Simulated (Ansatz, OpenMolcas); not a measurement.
## NH (imidogen): the energy, rung by rung

NH has 2 atoms, charge 0, and is taken as a triplet. As SMILES, `[NH]`. The bond length is the measured one.

```xyz
2

N     0.0000    0.0000    0.0000
H     0.0000    0.0000    1.0362
```

Each level gives the energy change with the N1–H2 bond stretched from 1.036 to 2.072 Å (eV). The values are calculated.

```
             level                    kind     program  value (eV)  less FCI/6-311G**
   USVWN5/6-311G**                     LDA      Ansatz        3.26              +0.35
    UBLYP/6-311G**                     GGA      Ansatz        3.14              +0.23
    UPBE0/6-311G**           global hybrid      Ansatz        3.26              +0.35
U-wB97M-V/6-311G**  range-separated hybrid      Ansatz        3.28              +0.37
  UB2PLYP/6-311G**           double hybrid      Ansatz        3.22              +0.31
     UMP2/6-311G**     perturbation theory      Ansatz        3.01              +0.10
UCCSDT(Q)/6-311G**   coupled cluster or CI      Ansatz        2.90              -0.01
         FCI/3-21G      exact in the basis  OpenMolcas        2.18              -0.73
      FCI/6-311G**      exact in the basis      Ansatz        2.91               0.00
```

FCI/6-311G** is exact within its basis and frozen core, so for wave-function methods in that basis the difference is their error; functionals converge differently with the basis, so for them it is only a difference. The first shape isn't each level's own minimum. The values span 2.18 to 3.28 eV. Spin contamination of the reference (⟨S²⟩ at least 0.1 too high) touches USVWN5/6-311G**, UBLYP/6-311G**, UPBE0/6-311G**, U-wB97M-V/6-311G**, UB2PLYP/6-311G**, UMP2/6-311G**, UCCSDT(Q)/6-311G**. High-level rows in very small sets aren't better than simpler rows in larger ones. Without the sets that lack polarisation functions the rows with a basis span only 2.90 to 3.28 eV.
